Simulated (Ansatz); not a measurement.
Two shapes of singlet C₄H₈.

Shape 1:

```xyz
12

C     0.0000    0.0000    0.0000
C     0.0000    0.0000    1.3350
C     0.0000    1.2287   -0.8604
C     0.0000   -1.2287    2.1954
H     0.0000   -0.9668   -0.5033
H     0.0000    0.9668    1.8383
H     0.0000    2.1161   -0.2274
H     0.8898    1.2321   -1.4899
H    -0.8898    1.2321   -1.4899
H     0.0000   -2.1161    1.5624
H     0.8898   -1.2321    2.8249
H    -0.8898   -1.2321    2.8249
```

Shape 2:

```xyz
12

C     0.0239   -0.0407   -0.0164
C     0.0180   -0.0402    1.3114
C     0.0009    1.2774   -0.8717
C    -0.0241   -1.2645    2.2207
H     0.0360   -0.9323   -0.5060
H     0.0130    0.9760    1.8857
H     0.0108    2.1446   -0.1878
H     0.8791    1.1891   -1.5130
H    -0.8447    1.2533   -1.4930
H     0.0312   -2.1490    1.5414
H     0.8509   -1.2523    2.8009
H    -0.8922   -1.1832    2.8149
```

Basis set: cc-pVDZ (spherical functions). Frozen core: 4 orbitals. Charge 0, multiplicity 1.

Computed with Ansatz (development build ahead of 0.2.0); each method stands on the lowest determinant of its kind that the runs found.

(1) Which shape is lower in energy, and by how much in each method?

Results:

(1)

```tsv
method	E(2) − E(1) (eV)
RHF	0.524
RHF-MP2	0.528
```

Shape 1 is lower.
